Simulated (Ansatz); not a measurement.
**CHCl$_{3}$, singlet: reading a ladder of total energies**

Geometry: MP2(full)/6-31G*, from the G2/97 set.

```xyz
5

C     0.0000    0.0000    0.4675
H     0.0000    0.0000    1.5534
Cl    0.0000    1.6817   -0.0675
Cl    1.4564   -0.8409   -0.0675
Cl   -1.4564   -0.8409   -0.0675
```

Basis cc-pV(D+d)Z; Ansatz 0.2.0. Only valence electrons are correlated (noble-gas cores frozen), which leaves 26 electrons in 72 orbitals. Prefix R: restricted or restricted open-shell reference.

Full CI isn't at hand for all of this; RCCSDT(Q) serves as the reference, and is uncertain by about the last step of the cluster series.

Runs differ by some tens of microhartree through their thresholds, so steps under 0.03 kcal/mol mean nothing.

| level | total energy (hartree) |
| --- | --- |
| RHF | -1416.944484 |
| RMP2 | -1417.502948 |
| RCCSD | -1417.545016 |
| RCCSD(T) | -1417.562427 |
| RCCSDT | -1417.563171 |
| RCCSDT(Q) | -1417.564635 |

What is the correlation energy at RCCSDT(Q), and what share of it do RMP2 and RCCSDT recover?

E(corr) = -1417.564635 − (-1416.944484) = -0.620151 hartree = -16.875 eV. RMP2: -0.558464 / -0.620151 = 90.05 %. RCCSDT: -0.618687 / -0.620151 = 99.76 %.

By how many kcal/mol does RCCSD(T) miss RCCSDT(Q) (1 hartree = 627.509 kcal/mol), and which steps make up the rest?

-1417.562427 − (-1417.564635) = 0.002208 hartree = 1.39 kcal/mol. Steps: RCCSDT − RCCSD(T) = -0.47, RCCSDT(Q) − RCCSDT = -0.92 kcal/mol. Differences between like states or geometries often cancel part of this.
